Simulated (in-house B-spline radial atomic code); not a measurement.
# Functionals against ionisation energies along an isoelectronic series: C to Mg⁶⁺

Ionisation energies as differences of self-consistent total energies from a B-spline radial code for spherical atoms: all electrons, radial basis limit, scalar-relativistic (one-electron X2C), spin-polarised at highest spin, spherical densities; exact exchange is averaged over the determinants of each configuration. No spin-orbit coupling, Breit or QED terms. NIST's values run from ground level to ground level, so in open shells the differences also hold multiplet and fine-structure energies that spherical high-spin averages miss. Columns give computed minus NIST, in eV; a star marks a semi-empirical value. Species are left out where the tabulated value is theory, is uncertain by more than 0.12 eV, or (13 ions, such as In⁴⁺, Te⁴⁺ and Bi⁴⁺) lies off its series for all methods alike, which flatters the means a little.

```csv
species,shell,NIST (eV),LDA VWN5,TPSS,CAM-B3LYP,revTPSS
C,2p,11.26,+0.51,+0.45,+0.40,+0.39
N⁺,2p,29.60*,+0.57,+0.56,+0.55,+0.46
O²⁺,2p,54.94*,?,?,?,?
F³⁺,2p,87.17 ± 0.02*,+0.68,+0.81,+0.81,+0.60
Ne⁴⁺,2p,126.25 ± 0.01,+0.77,+0.97,+0.97,+0.71
Mg⁶⁺,2p,225.02 ± 0.06*,+0.86,+1.22,+1.24,+0.85
```

(1) What are the differences for O²⁺ ([He] 2s2 2p2)?

(2) How do the methods rank, and which species is hardest?

## Answers

(1) LDA VWN5 +0.63; TPSS +0.68; CAM-B3LYP +0.68; revTPSS +0.53 eV.

(2) Mean absolute (signed) differences: revTPSS 0.59 (+0.59) eV; LDA VWN5 0.67 (+0.67) eV; CAM-B3LYP 0.78 (+0.78) eV; TPSS 0.78 (+0.78) eV. For Mg⁶⁺, which loses a 2p electron, the nearest method is off by +0.85 eV, the largest such miss.
